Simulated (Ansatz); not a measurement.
System: Cs₂AgBiBr₆ (Fm-3m, No. 225). Method: PBE (Ansatz, an electronic-structure program, PAW).

Numerical settings: plane-wave cutoff 520 eV, 6×6×6 k mesh, Fermi–Dirac smearing 0.01 eV, no spin polarisation, scalar-relativistic PAW data made under PBE.

Cell (measured lattice):

```cif
data_Ag4Bi4Br24Cs8
_chemical_formula_sum 'Bi4 Cs8 Ag4 Br24'
_space_group_name_H-M_alt 'Fm-3m'
_space_group_IT_number 225
_space_group_name_Hall '-F 4 2 3'
_cell_length_a 11.23220
_cell_length_b 11.23220
_cell_length_c 11.23220
_cell_angle_alpha 90.000
_cell_angle_beta 90.000
_cell_angle_gamma 90.000
loop_
_atom_site_label
_atom_site_type_symbol
_atom_site_symmetry_multiplicity
_atom_site_Wyckoff_symbol
_atom_site_fract_x
_atom_site_fract_y
_atom_site_fract_z
_atom_site_occupancy
Bi1 Bi 4 a 0.00000 0.00000 0.00000 1
Cs1 Cs 8 c 0.25000 0.25000 0.25000 1
Ag1 Ag 4 b 0.50000 0.50000 0.50000 1
Br1 Br 24 e 0.00000 0.00000 0.25050 1
```
(The calculation used a cell of 10 atoms; values per cell refer to that cell.)

Q: Predict the band gap, smallest direct gap on the k points sampled and direct gap at Γ.

A: 
- band gap: 1.27 eV
- smallest direct gap on the k points sampled: 2.40 eV
- direct gap at Γ: 3.02 eV

Note: cell and atoms aren't relaxed at this level (largest force component 0.30 eV/Å, pressure 1.9 GPa).

Spin–orbit coupling is not included; with these elements it can move the gap by several tenths of an eV or more.

Cost on a shared machine: around 100 core-seconds (rough).
